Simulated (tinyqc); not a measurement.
Worked calculation: UHF in the sto-3g basis, for CH, spin multiplicity 4. This run ends on a higher stationary point, not on the lowest solution. Computed by tinyqc, a small Python program that keeps every step (integrals from PySCF). Settings: charge = 0, multiplicity = 4, basis = sto-3g, energy threshold = 1e-10, iteration cap = 55, orthogonalisation = symmetric, start = Wolfsberg-Helmholz matrix, DIIS depth = 6, shift = 0.2, method = UHF. Command: `OMP_NUM_THREADS=1 python tinyqc.py 31717 31718 out.jsonl` (the two numbers bound the seeds that draw the settings). One thread of a shared host (Intel(R) Xeon(R) Processor @ 2.60GHz), about 0.1 s of CPU time with the checks.

Geometry (angstrom):
```
atom,x,y,z
C,0.000000,0.000000,0.000000
H,0.000000,0.000000,2.130000
```

Stop when the energy changes by less than 1e-10 hartree and every element of the error matrix X^T (F D S - S D F) X (for each spin) is below 3e-06.

Course of the cycle:
```
iteration,E (hartree),change,largest element of the error matrix
1,-36.94948626,-,1.85e-01
2,-37.45067556,-5.01e-01,1.04e-01
3,-37.49651358,-4.58e-02,9.13e-02
4,-37.53768196,-4.12e-02,7.60e-02
5,-37.56561686,-2.79e-02,6.13e-02
6,-37.58787892,-2.23e-02,1.59e-02
7,-37.58838997,-5.11e-04,6.40e-03
8,-37.58845658,-6.66e-05,3.22e-03
9,-37.58848399,-2.74e-05,8.68e-04
10,-37.58848520,-1.21e-06,2.23e-04
11,-37.58848538,-1.80e-07,9.68e-05
12,-37.58848543,-5.46e-08,2.47e-05
13,-37.58848544,-3.14e-09,6.62e-06
14,-37.58848544,-1.88e-10,1.77e-06
15,-37.58848544,-1.16e-11,4.57e-07
```

Can the last value be used, and what does the course show?

No, though the log alone does not show it. Converged in 15 iterations. But the solution lies 0.07848 hartree above the reference: it is another stationary point, not the lowest one. Reruns (cap 100 unless said): DIIS 8: converged in 15 to a higher stationary point; damping 0.5: converged in 59 to a higher stationary point; level shift 0.5: converged in 39 to a higher stationary point; atomic densities as start, DIIS 8: converged in 11. PySCF UHF in the same basis, after a stability check = -37.66696961 hartree.
